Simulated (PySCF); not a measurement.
## Electron detachment from ethynol anion

System: ethynol anion, `C#C[O-]` ([C2HO]-). Atom numbers as in the mapped SMILES `[CH:1]#[C:2][O-:3]`.

Level of theory: ωB97X-D3(BJ)/ma-def2-TZVP single points in PySCF, grid level 2; every species was optimised with PBE0-D3(BJ)/ma-def2-SVP. Zero-point and thermal terms (298.15 K, 1 bar) come from unscaled PBE0-D3(BJ)/ma-def2-SVP harmonic frequencies, with soft modes damped to free rotors in the entropy.

Frontier levels of the parent: HOMO -2.37 eV, LUMO 4.74 eV.

Oxidation to the radical:
| Item | Value |
| --- | --- |
| Vertical detachment energy (electronic) | 2.36 eV |
| Adiabatic detachment energy (with zero-point energy) | 2.26 eV |
| Adiabatic, electronic part | 2.27 eV |
| Vertical gap at the product's structure | 2.14 eV |
| Inner reorganisation energy (four-point) | 213 meV |
| Relaxation of product / of parent | 90 / 122 meV |
| ⟨S²⟩ of the product | 0.761 |
| Largest spin populations | C1 0.73, O3 0.30 |
| Largest changes of atomic charge | C1 0.44, O3 0.34, C2 0.14 |
| Distances that move most (Å) | C2–O3 1.220 → 1.173; C1–C2 1.260 → 1.288 |

Against the Active Thermochemical Tables (version 1.112): detachment energy to the radical 2.34 (computed 2.26, error -0.07) eV.

Run with `OMP_NUM_THREADS=1 python redox_run.py task.json out` on 1 thread of Arm Neoverse V2, a shared host. Structures, frequencies and single points: 70 s of wall time.

Differences come from unrounded values, so a last digit can differ from that of the printed terms.
